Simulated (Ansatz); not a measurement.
Two isomers of C3H3NO: A = `CN=C=C=O`, B = `C=C(O)C#N`.

Isolated molecules relaxed with PBE0-D4/def2-TZVP in Ansatz; ΔE leaves out vibrations. CBS: MP2 limit from def2 TZ/QZ plus the TZ coupled-cluster correction, frozen cores. DFT in def2-TZVPP. B3LYP here is the variant with VWN-RPA as its local correlation; programs differ in this. Each species was taken in one conformer, which may not be the lowest.

A:

```xyz
8

C    -0.7952   -0.9877   -0.5136
N    -0.1257    0.2886   -0.5688
C     0.5576    0.6362    0.4216
C     1.3138    1.6803    0.7950
O     2.0020    2.3141    1.4818
H    -0.4568   -1.5817   -1.3675
H    -1.8643   -0.8128   -0.6661
H    -0.6313   -1.5370    0.4176
```

B:

```xyz
8

C     0.941    0.803   -0.301
C    -0.149    0.094   -0.023
O    -1.398    0.609   -0.129
C    -0.064   -1.270    0.410
N    -0.052   -2.367    0.760
H     1.917    0.353   -0.203
H     0.856    1.831   -0.627
H    -2.051   -0.053    0.114
```

Which is lower in electronic energy at CCSD(T)/CBS, and by how much? (Best estimate.)

The calculation gave: B, by 41.1 kcal/mol.

Give E(B) − E(A) in kcal/mol with CCSD/def2-TZVPP, B3LYP, ωB97M-V, CCSD(T)/def2-SVP, HF/def2-TZVPP, PBE0-D4, BLYP-D4. (Estimate.)

Ansatz gave: CCSD/def2-TZVPP -43.3, B3LYP -34.7, ωB97M-V -40.1, CCSD(T)/def2-SVP -36.6, HF/def2-TZVPP -48.0, PBE0-D4 -36.0, BLYP-D4 -30.5. None reverses the order clearly.

Does the order hold for the free energy at 298.15 K (harmonic terms from PBE0-D4)? (Estimate.)

Ansatz gave: Yes: G(B) − G(A) = -40.1 kcal/mol, for one conformer each.

Largest T1 diagnostic: 0.018.

From PBE to PBE0 (25 % exact exchange), in def2-TZVPP and without D4, E(B) − E(A) moves by −5.9 kcal/mol. Leaving LDA and LC-ωPBE aside and taking each functional with its dispersion term where it has one, the values, not all of them listed here, spread over 11.7 kcal/mol, from BHLYP-D4 to revPBE-D4. LDA lies −1.8 kcal/mol from PBE without D4.
